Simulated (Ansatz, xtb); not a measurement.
# H2NOSi+: which of two isomers lies lower

We compare X, `[NH2+]=[Si]=O`, a singlet, with Y, `[NH+]#[Si]O`, a singlet. Both are isolated ions in the gas phase, relaxed with BLYP-D3(BJ)/def2-SVP.

X (Å):

```xyz
5

N    -1.3575    1.3145    1.5803
O     0.7012    0.2430    3.7545
Si   -0.2873    0.7576    2.7104
H    -2.2700    1.7300    1.8306
H    -1.1694    1.2762    0.5648
```

Y (Å):

| atom | x (Å) | y (Å) | z (Å) |
| --- | --- | --- | --- |
| N | -0.0083 | 0.3797 | -1.5313 |
| O | 0.7632 | -0.2744 | 1.3384 |
| Si | 0.5569 | -0.3432 | -0.2427 |
| H | 0.1171 | 0.1846 | -2.5380 |
| H | 0.7344 | -0.9810 | 2.0236 |

Energies in hartree; the thermal terms are from BLYP-D3(BJ)/def2-SVP harmonic frequencies (ideal gas, rigid rotor, one conformer each, 600 K, 1 atm) and include the zero-point energy:

```
                                X           Y
E, CCSD(T)/def2-TZVPP  −419.748415  −419.734194
    zero-point energy     0.027389     0.025386
         H(600 K) − E     0.040780     0.039780
         G(600 K) − E    −0.030700    −0.036151
```

Question: Work out ΔE, ΔE₀, ΔH and ΔG for X → Y in kJ/mol (1 Eh = 2625.50 kJ/mol) and the equilibrium ratio [Y]/[X].

Answer: 1. ΔE = −419.734194 − (−419.748415) = +0.014221 Eh = +37.34 kJ/mol.
2. ΔE₀ = ΔE + ΔZPE = +0.014221 + (−0.002003) Eh = +32.08 kJ/mol.
3. ΔH = ΔE + (−0.001000) Eh = +34.71 kJ/mol.
4. ΔG = ΔE + (−0.005451) Eh = +23.03 kJ/mol, so ΔS = (ΔH − ΔG)/T = +19.5 J/(mol K).
5. kT = 1.9001 mEh, so K = [Y]/[X] = exp(−ΔG/kT) = exp(−4.62) ≈ 0.0099.

Structure X is favoured at this temperature. An error of 4 kJ/mol in ΔG would change K by a factor of 2.2. Large T1 diagnostics make the coupled-cluster value less sure. Mirror images and further conformers aren't counted.

As drawn, Y has 1 N≡Si, 1 O–Si, 1 O–H in place of 1 N=Si, 1 O=Si, 1 N–H.

Other levels gave ΔE = +52.8 (GFN2-xTB); +140.7 (HF/STO-3G, GFN2-xTB geometries); +61.3 (r2SCAN-D4/def2-SVP, GFN2-xTB geometries); +49.1 (BLYP-D3(BJ)/def2-SVP); +48.9 (HF/def2-TZVPP); +48.5 (MP2/def2-TZVPP) kJ/mol. The correlated steps freeze 7 core orbitals. Programs: Ansatz 0.2.0, xtb 6.7.1.
